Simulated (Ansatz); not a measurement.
# The silicon atom (triplet): wave-function methods side by side, 6-31G*

How much of the correlation energy of the silicon atom (triplet) does each wave-function method recover here?

Method: 6-31G*, core rule «outside noble gas», up to 5 orbitals frozen; program: Ansatz 0.2.0, Gaussian basis.

The runs, in order: UHF; CCSD(T) on ROHF; CCSD(T) on UHF; BCCD(T) on ROHF; CISD; CCSDT(Q) on ROHF; CCSDT(Q) on UHF; CASSCF and MRCISD+Q, 4 electrons in 4 orbitals; CASSCF and MRCISD+Q(relaxed), 4 electrons in 4 orbitals; CASSCF and NEVPT4(SD), 4 electrons in 4 orbitals; CASSCF and NEVPT2, 4 electrons in 4 orbitals; Full CI.

**1. The atom**

A free atom, in its lowest state of this spin that the program finds.

1 atom, charge 0, spin multiplicity 3.

**2. UHF**

in.yaml reads:

```yaml
crystal:
  periodic: [false, false, false]
  atoms:
    - {symbol: Si, position_ang: [0.000000, 0.000000, 0.000000]}
basis:
  gaussian: {orbitals: "6-31G*"}
magnetization: {spin_polarized: true, initial_magnetization: 2}
hamiltonian: {xc: hf}
output: {orbitals: {seedname: orbitals}}
```

Started as:

```sh
ansatz run in.yaml --threads 1 --pin off --events-out ev --progress --plain --max-ram 2393MiB
```

The runs that follow: CCSD(T) on ROHF; CCSD(T) on UHF; BCCD(T) on ROHF; CISD; CCSDT(Q) on ROHF; CCSDT(Q) on UHF; CASSCF and MRCISD+Q, 4 electrons in 4 orbitals; CASSCF and MRCISD+Q(relaxed), 4 electrons in 4 orbitals; CASSCF and NEVPT4(SD), 4 electrons in 4 orbitals; CASSCF and NEVPT2, 4 electrons in 4 orbitals; Full CI.

Before running them: what should the planned runs give, taken together? Wanted: FCI below the RHF energy; RMP2 from FCI; UMP2 from FCI; RCCSD from FCI; RCCSD(T) from FCI; UCCSD(T) from FCI; RCCSDT(Q) from FCI; UCCSDT(Q) from FCI; NEVPT2 valence from FCI.

**Answer**, as computed:

```
                         quantity                                                                                                                                                                   value
         FCI below the RHF energy                                                                                                                                                              -1.6412 eV
                    RMP2 from FCI                                                                                                                                                            +46.4 kJ/mol
                    UMP2 from FCI                                                                                                                                                            +45.8 kJ/mol
                   RCCSD from FCI                                                                                                                                                             +3.2 kJ/mol
                RCCSD(T) from FCI                                                                                                                                                             +0.9 kJ/mol
                UCCSD(T) from FCI                                                                                                                                                             +0.8 kJ/mol
               RCCSDT(Q) from FCI                                                                                                                                                              0.0 kJ/mol
               UCCSDT(Q) from FCI                                                                                                                                                              0.0 kJ/mol
          NEVPT2 valence from FCI                                                                                                                                                            +31.8 kJ/mol
      NEVPT4(SD) valence from FCI                                                                                                                                                             +1.7 kJ/mol
        MRCISD+Q valence from FCI                                                                                                                                                             -2.2 kJ/mol
levels within 1 kcal/mol (43 meV)  CISD, RCCSD, UCCSD, RCCSD(T), UCCSD(T), BCCD(T), RCCSDT, UCCSDT, RCCSDT(Q), UCCSDT(Q), NEVPT4(SD) valence, MRCISD valence, MRCISD+Q valence, MRCISD+Q(relaxed) valence
                    T1 diagnostic                                                                                                                                                                   0.019
   effectively unpaired electrons                                                                                                                                                                    2.03
```

What this shows: RCCSD(T) lands +0.9 kJ/mol from the yardstick (0.5 % of the correlation energy). MRCISD+Q valence, MRCISD+Q(relaxed) valence fall below full CI: the +Q correction isn't variational, and the cores differ from full CI's. One determinant dominates. Of the multireference levels listed NEVPT4(SD) valence comes nearest in total energy (+1.7 kJ/mol), which doesn't show that its space is the better one. These misses are within one basis, not against nature; the frozen cores of restricted and unrestricted runs differ, which can shift their rows.
